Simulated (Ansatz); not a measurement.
Input file:

```yaml
crystal:
  periodic: [false, false, false]
  atoms:
    - {symbol: H, position_ang: [-2.174811, 0.000000, 0.000000]}
    - {symbol: H, position_ang: [-1.133811, 0.000000, 0.000000]}
    - {symbol: C, position_ang: [0.178189, 0.000000, 0.000000]}
    - {symbol: H, position_ang: [0.592657, 0.000000, 0.996161]}
    - {symbol: H, position_ang: [0.592657, 0.000000, -0.996161]}
basis:
  gaussian: {orbitals: cc-pVDZ}
magnetization: {spin_polarized: true, initial_magnetization: 2}
correlation: {method: ccsd_t, electrons: outside_noble_gas}
output: {forces: true}
```

```sh
$ ansatz run in.yaml --threads 1 --pin off --events-out ev --progress --plain --max-ram 3956MiB --backend cpu
```

The program prints:

```
303 factors; integrals over basis functions are off by at most 1.4e-3 eV
mean field evaluation 1: about -1088.1948 eV, gradient 1.0e1 eV
mean field evaluation 2: about -1088.1947 eV, gradient 1.0e1 eV
mean field evaluation 4: about -1089.1677 eV, gradient 1.7e0 eV
mean field evaluation 8: about -1089.2132 eV, gradient 5.6e-2 eV
mean field evaluation 16: about -1089.2054 eV, gradient 6.4e-1 eV
mean field -1089.21327307 eV, -40.0278494899 hartree, gradient 2.8e-6 eV, S^2 2.054627; 1 other end points of the search recorded, 0 dependent functions left out
1 core orbitals not correlated: weight in the atoms' cores, before any rotation towards them, 1.000 or more for the frozen orbitals, at most 0.000 for the correlated occupied ones
reference -1089.21327307 eV, -40.0278494899 hartree; 5, 3 occupied and 28, 30 virtual orbitals, 303 factors
second order -3.58507355 eV of doubles, -0.00000000 eV of singles
cycle   1  -4.11062117 eV  change   -5.3e-1 eV  update   5.1e-2
cycle   2  -4.32554170 eV  change   -2.1e-1 eV  update   2.3e-2
cycle   3  -4.35071090 eV  change   -2.5e-2 eV  update   8.1e-3
cycle   4  -4.35149326 eV  change   -7.8e-4 eV  update   2.1e-3
cycle   5  -4.35200757 eV  change   -5.1e-4 eV  update   6.5e-4
cycle   6  -4.35211965 eV  change   -1.1e-4 eV  update   2.3e-4
cycle   7  -4.35217538 eV  change   -5.6e-5 eV  update   8.6e-5
cycle   8  -4.35218649 eV  change   -1.1e-5 eV  update   3.5e-5
cycle   9  -4.35218343 eV  change    3.1e-6 eV  update   1.3e-5
cycle  10  -4.35218559 eV  change   -2.2e-6 eV  update   4.2e-6
cycle  11  -4.35218531 eV  change    2.8e-7 eV  update   1.3e-6
perturbative correction -0.08529412 eV, -0.0031345010 hartree
the calculation of the forces begins
mean field evaluation 32: about -1089.2136 eV, gradient 9.1e-3 eV
Total energy: -1093.65075250 eV, -40.1909238511 hartree
Atom 0 at    -2.174811     0.000000     0.000000 Å, force     0.072520     0.000000    -0.000000 eV/Å
Atom 1 at    -1.133811     0.000000     0.000000 Å, force     1.065389    -0.000000     0.000000 eV/Å
Atom 2 at     0.178189     0.000000     0.000000 Å, force    -2.515156     0.000000     0.000000 eV/Å
Atom 3 at     0.592657     0.000000     0.996161 Å, force     0.688624    -0.000000     0.326522 eV/Å
Atom 4 at     0.592657     0.000000    -0.996161 Å, force     0.688624     0.000000    -0.326522 eV/Å
Dipole moment:     0.131539    -0.000000    -0.000000 e Å
```

Forces (eV/Å):
```
H    0.073  0.000  0.000
H    1.065  0.000  0.000
C   -2.515  0.000  0.000
H    0.689  0.000  0.327
H    0.689  0.000 -0.327
```

For the same geometry and basis full CI lies 19.3 meV lower.

Ran on 1 thread of AMD EPYC 7R13, shared host: 0.97 s wall, 0.14 GiB peak host memory.
